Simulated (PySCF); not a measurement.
Bonds (- single, = double, # triple, : aromatic): C1-C2 1.508 Å, C2-F3 1.381 Å, C2-C4 1.506 Å, C4-C5 1.460 Å, C5-O6 1.412 Å, O6-C4 1.408 Å. C1 carries H7, H8, H9; C2 carries H10; C4 carries H11; C5 carries H12, H13. Stereochemistry as in C[C@@H](F)[C@@H]1CO1. H12 is cis to C2 on the ring; H13 is trans to C2 on the ring.

Geometry: PBE0-D3(BJ)/def2-SVP; GIAO shifts from PySCF 2.14.0 with density-fitted response routines, gas phase, non-relativistic, averaged over equivalent atoms.

At PBE0/cc-pVDZ (119 basis functions, 13 s wall time on 1 thread of an Arm Neoverse V1, shared host):
| atoms | δ (ppm) |
| --- | --- |
| C2 | 90.5 |
| C4 | 51.9 |
| C5 | 44.5 |
| C1 | 21.2 |
| F3 | -196.1 |
| O6 | 14.3 |
| H10 | 3.51 |
| H13 | 2.48 |
| H12 | 2.28 |
| H11 | 2.28 |
| H7/H8/H9 | 1.28 |

Referencing at the same level of theory: 13C (σref 196.75) and 1H (σref 31.29) against TMS; 19F (σref 200.93) vs CFCl3; H2O for 17O (σref 343.34).

Task: Estimate the result of repeating the calculation with PBE0/pcSseg-2.

Result: 
```json
{"atoms": "C2", "δ at PBE0/pcSseg-2": "96.9", "change": "+6.4"}
{"atoms": "C4", "δ at PBE0/pcSseg-2": "54.4", "change": "+2.5"}
{"atoms": "C5", "δ at PBE0/pcSseg-2": "48.3", "change": "+3.8"}
{"atoms": "C1", "δ at PBE0/pcSseg-2": "21.1", "change": "-0.1"}
{"atoms": "F3", "δ at PBE0/pcSseg-2": "-205.2", "change": "-9.1"}
{"atoms": "O6", "δ at PBE0/pcSseg-2": "4.5", "change": "-9.8"}
{"atoms": "H10", "δ at PBE0/pcSseg-2": "3.66", "change": "+0.15"}
{"atoms": "H13", "δ at PBE0/pcSseg-2": "2.63", "change": "+0.15"}
{"atoms": "H12", "δ at PBE0/pcSseg-2": "2.40", "change": "+0.12"}
{"atoms": "H11", "δ at PBE0/pcSseg-2": "2.49", "change": "+0.21"}
{"atoms": "H7/H8/H9", "δ at PBE0/pcSseg-2": "1.39", "change": "+0.11"}
```

Scale: TMS for 13C (184.13 ppm) and 1H (31.25 ppm); 19F (175.81 ppm) against CFCl3; 17O (328.15 ppm) vs H2O (reference shieldings calculated alike).

The largest change is at O6 (ether oxygen). Cost: 314 basis functions, 88 s wall time on 1 thread of an Arm Neoverse V1, shared host. The order of the carbon signals is the same at both levels.

Unscaled 19F shifts against computed CFCl3 carry errors that often reach 10 to 50 ppm. Experimental scales use liquid or dissolved standards, which lie at an offset from isolated H2O (liquid H2O: subtract about 36 ppm).
